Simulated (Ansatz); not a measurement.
C: pressure series

Start from C in the diamond structure (space group Fd-3m, No. 227).

```cif
data_C2
_chemical_formula_sum 'C2'
_space_group_name_H-M_alt 'P 1'
_space_group_IT_number 1
_cell_length_a 2.52551
_cell_length_b 2.52551
_cell_length_c 2.52551
_cell_angle_alpha 60.000
_cell_angle_beta 60.000
_cell_angle_gamma 60.000
loop_
_space_group_symop_operation_xyz
  'x, y, z'
loop_
_atom_site_label
_atom_site_type_symbol
_atom_site_fract_x
_atom_site_fract_y
_atom_site_fract_z
_atom_site_occupancy
C1 C 0.50000 0.50000 0.50000 1
C2 C 0.75000 0.75000 0.75000 1
```

Cell and atoms are relaxed at each pressure.

The values are results of PBE, PAW, 420 eV (Ansatz, a quantum-chemistry and plane-wave program; no spin-orbit coupling), earlier PAW set, not measurements.

| pressure (GPa) | volume per atom (Å³/atom) |
|---|---|
| -2 | 5.722 |
| -1 | 5.708 |
| 0 | 5.695 |
| 0.3 | 5.691 |
| 1.5 | 5.676 |
| 3 | 5.656 |
| 5 | ? |
| 7.5 | 5.600 |
| 10 | 5.570 |

Q: Fit the third-order Birch–Murnaghan form P(V) = (3B₀/2)[(V₀/V)^(7/3) − (V₀/V)^(5/3)]·[1 + (3/4)(B₀′ − 4)((V₀/V)^(2/3) − 1)] (squares taken in P) to the rows shown and predict the withheld row.

A: Least squares on the printed values gives V₀ = 5.695 Å³/atom, B₀ = 432 GPa, B₀′ = 3.8; this predicts 5.631 Å³/atom, and the run gives 5.631 Å³/atom, in agreement.

Measured bulk modulus of C: 454.7 GPa (static lattice; corrected from measurement; as listed in Daniel Mejia-Rodriguez, S. B. Trickey, Phys. Rev. B (2018)); the computed value is 5 % below it.

Load acts through the strain it causes; cell and atoms are relaxed under it. Stability against distortions was not tested. Competing high-pressure phases were not computed.
